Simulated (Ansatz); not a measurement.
Reaction (SMILES): N#P (N-P) + 3 [H][H] (H2) → N (NH3) + P (PH3)
B3LYP-D3(BJ)/def2-TZVP geometries, fixed; electronic energies without zero-point terms.

Basis-set convergence of the energy of full hydrogenation at PBE with Ansatz (a quantum-chemistry and plane-wave program). All functions are spherical. The program fits the integrals of some runs and decomposes those of others, by size. No added dispersion term, no relativity. Functions are those of the species that has most. Reference: the value in pcseg-4, -71.08 kcal/mol, itself unsure by roughly 0.11 kcal/mol (its mean distance from aug-pcseg-3, aug-cc-pV(Q+d)Z, cc-pV(5+d)Z). Deviations are taken from unrounded values.

| basis | functions | energy of full hydrogenation (kcal/mol) | minus reference (kcal/mol) |
|---|---|---|---|
| def2-SV(P) | 32 | -62.73 | 8.35 |
| def2-SVP | 33 | -73.39 | -2.31 |
| def2-SVPD | 48 | -81.65 | -10.57 |
| aug-cc-pV(D+d)Z | 59 | -77.00 | -5.92 |
| def2-TZVP | 68 | -69.30 | 1.78 |
| def2-TZVPD | 80 | -70.40 | 0.68 |
| def2-TZVPP | 84 | -71.04 | 0.04 |
| jun-cc-pV(T+d)Z | 90 | -71.55 | -0.47 |
| def2-TZVPPD | 99 | -71.77 | -0.69 |
| aug-cc-pV(T+d)Z | 124 | -71.68 | -0.60 |
| def2-QZVPP | 160 | -70.92 | 0.16 |
| def2-QZVPPD | 175 | -71.12 | -0.04 |
| aug-cc-pV(Q+d)Z | 227 | -71.26 | -0.18 |

The smallest set listed that lies within 1 kcal/mol of the reference with all its larger relatives (same family, alike in diffuse functions; a set with none counts only in the reference's own line) is def2-TZVPD (80 functions, 0.68 kcal/mol off).
